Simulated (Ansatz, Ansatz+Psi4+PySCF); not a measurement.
```xyz
2

B     0.0000    0.0000   -1.4145
Al    0.0000    0.0000    1.4145
```

Basis set: cc-pVTZ on B; cc-pV(T+d)Z on Al (spherical functions). Left uncorrelated: 6 orbitals. Correlation on ROHF uses semicanonical orbitals with singles. Charge 0, multiplicity 3.

Computed with Ansatz (development build ahead of 0.2.0); the reference of a correlated method needn't be the lowest determinant of its kind.

Task: Give the atomization energy at this shape (free ground-state atoms in the same class of orbitals less the molecule, no zero-point energy) of triplet AlB by UHF-BCCD(T), ROHF-CCSD(T).

Result:

```json
{"method": "UHF-BCCD(T)", "atomization energy": "1.16 eV"}
{"method": "ROHF-CCSD(T)", "atomization energy": "1.16 eV"}
```

Caution: the reference determinant was not shown to be the lowest; the shape is not the minimum.
